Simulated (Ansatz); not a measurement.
Equilibrium lattice constant a of some elemental metals

Method: PBE in Ansatz (PAW). References are measured values corrected to a static lattice or taken at low temperature (these still hold zero-point motion). The table is a random draw of 14 from 25 solids with such references.

Values in Å.

```csv
solid,reference,PBE,error (%)
bcc Na,4.214,4.197,-0.40
fcc Ag,4.062,4.147,+2.09
bcc V,3.021,2.997,-0.79
fcc Ca,5.553,5.526,-0.49
fcc Pt,3.913,3.970,+1.46
fcc Sr,6.045,6.030,-0.25
bcc Mo,3.141,3.161,+0.64
bcc Cs,6.039,6.162,+2.04
fcc Ni,3.508,3.519,+0.31
bcc Ta,3.299,3.319,+0.61
fcc Al,4.018,4.040,+0.55
antiferromagnetic bcc Cr,2.877,2.866,-0.38
fcc Cu,3.595,3.629,+0.95
fcc Pb,4.902,5.040,+2.82
```

Over these 14 solids the mean error is +0.65 %, the mean absolute error 0.98 % (median 0.62 %), and the worst case fcc Pb at +2.82 %; the value is too high in 9 of 14 cases. Over all 25 the mean error is +0.75 % and the mean absolute error 1.03 % (median 0.77 %).

All these references are brought to a static lattice.

Spin–orbit coupling is left out, also for the solids with elements from indium on (fcc Pt, bcc Cs, bcc Ta, fcc Pb); its size isn't shown.

Differences are worked out from the printed values.

Caveats: the commensurate order stands in for chromium's spin-density wave, and the size of the moments varies much between levels (antiferromagnetic bcc Cr). Ansatz's density-functional and Hartree–Fock values are scalar-relativistic unless marked +SOC, with PAW data made under PBE.

Ansatz's runs of these crystals have no spin polarisation, but for fcc Ni, antiferromagnetic bcc Cr.

Density-functional runs with spin start from parallel moments for fcc Ni, opposed moments for antiferromagnetic bcc Cr.

Not in this set, of the elemental metals with a reference value in our tables and a result at some level: 19 for a reference at room or unstated temperature (hcp Be, hcp Cd, hcp Co, hcp Hf, body-centred tetragonal In and 14 more). These can be a level's worst cases. Values held back for tests aren't counted. Layered and molecular crystals are counted apart. The metals Ce to Yb are counted apart.

References as tabulated in Mejia-Rodriguez and Trickey (2018), arXiv:1807.09216; Csonka et al. (2009), arXiv:0903.4037; Levämäki et al. (2014), arXiv:1402.3671.

Ansatz is an electronic-structure program.
